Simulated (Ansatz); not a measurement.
System: cyclopropane, C₃H₆, net charge 0, singlet state. SMILES: C1CC1
Coordinates optimised at B3LYP-D3(BJ)/def2-TZVP (Ansatz, an electronic-structure program):
```
C
H 1 1.0816
H 1 1.0816 2 114.23
C 1 1.5034 2 118.05 3 -145.49
H 4 1.0816 1 118.05 2 0.00
H 4 1.0816 5 114.23 1 -145.49
C 1 1.5034 2 118.05 3 145.49
H 7 1.0816 1 118.05 2 -144.17
H 7 1.0816 8 114.23 1 -145.49
```
Charge 0, spin multiplicity 1.

Computed values are from Ansatz. Correlated levels leave the core frozen unless marked. UHF or UKS for open shells. No spin-orbit coupling. No relativistic terms. CBS marks a two-point X^-3 extrapolation of the correlation energy; Hartree-Fock from the larger set. The bracket is a focal-point correction in the basis named.

| Property | Result |
|---|---|
| atomisation energy De | 3566.0 kJ/mol at RI-MP2/CBS(aug-cc-pVTZ,aug-cc-pVQZ)+[CCSD(T)-MP2]/aug-cc-pVTZ |
| total energy | -117.7327 Eh at RI-MP2/CBS(aug-cc-pVTZ,aug-cc-pVQZ)+[CCSD(T)-MP2]/aug-cc-pVTZ |
| dipole moment | 0.00 D at CCSD(T)/aug-cc-pVDZ |
| T1 diagnostic | 0.008 at CCSD/aug-cc-pVTZ |
| measured enthalpy of formation, 298 K | 53.6 kJ/mol (Active Thermochemical Tables 1.112 (ions: stationary electron), as tabulated in the package chemicals) |
| measured dipole moment | 0.00 D (NIST CCCBDB, as tabulated in the package chemicals; older table, unchecked) |
